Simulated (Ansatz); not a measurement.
Stepwise reaction of `B[SiH2]B` with hydrogen chloride, as a gas-phase model of exchange steps in deposition or etching. ΔE in kJ/mol; ΔG adds harmonic PBE0-D4 terms to CCSD(T)/CBS, at 1 bar.

Isolated molecules relaxed with PBE0-D4/def2-TZVP in Ansatz; ΔE leaves out vibrations. CCSD(T)/CBS adds triple-zeta CCSD(T) − MP2 to the extrapolated MP2 energy (def2 sets, frozen cores). This one scheme is used for every species. DFT in def2-TZVPP. B3LYP here is the variant with VWN-RPA as its local correlation; programs differ in this.

| step | reaction | PBE-D4 | B3LYP-D4 | ωB97M-V | CCSD(T)/CBS | ΔG(400 K) |
| --- | --- | --- | --- | --- | --- | --- |
| 1 | `B[SiH2]B` + HCl → `B[SiH2]Cl` + BH₃ | -83.2 | -102.0 | -106.7 | -102.5 | -100.1 |

(1) Give the row of step 2, `B[SiH2]Cl` + HCl → `Cl[SiH2]Cl` + BH₃. (Best estimate.)

(2) By hand: ΔE of the 2 steps together at CCSD(T)/CBS.

## Answers

(1) Ansatz gave: 
```
step                                reaction  PBE-D4  B3LYP-D4  ωB97M-V  CCSD(T)/CBS  ΔG(400 K)
   2  `B[SiH2]Cl` + HCl → `Cl[SiH2]Cl` + BH₃  -100.4    -112.5   -117.2       -113.7     -104.0
```

(2) (-102.5) + (-113.7) = -216.2 kJ/mol, or -108.1 kJ/mol a step.

In ΔE each step is lower than the one before. All are downhill at CCSD(T)/CBS. ΔG lies between -104.0 and -100.1 kJ/mol a step. PBE-D4 differs from CCSD(T)/CBS by 13.3 to 19.3 kJ/mol a step. Isolated molecules leave out the surface, adducts and barriers. Largest T1 diagnostic: 0.015.
